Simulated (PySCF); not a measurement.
diphosphorus anion (P₂), SMILES P#P (connectivity only; charge and spin as stated), charge -1, multiplicity 2. Atoms are numbered in the order given.

```xyz
2

P      0.0000     0.0000    -0.9869
P      0.0000     0.0000     0.9869
```
Charge -1, spin multiplicity 2.

Geometry: r2SCAN-D4/def2-TZVPD. The multiplicity is an assumed one; other spin states were not compared.

These are PBE0/pcH-1 run with PySCF values and carry that method's errors.

Unrestricted Kohn–Sham, ⟨S²⟩ = 0.753. Hyperfine tensors hold the contact and dipolar terms, without spin-orbit corrections.

Q: Estimate the hyperfine couplings. (An estimate is asked for; the answer gives what the named calculation found.)

A: 
| nucleus | A(iso) (MHz) | A(iso) (G) | dipolar principal values (MHz) |
|---|---|---|---|
| 31P no. 1 | -3.7 | -1.3 | -162.6, -160.2, 322.8 |
| 31P no. 2 | -3.7 | -1.3 | -162.6, -160.2, 322.8 |
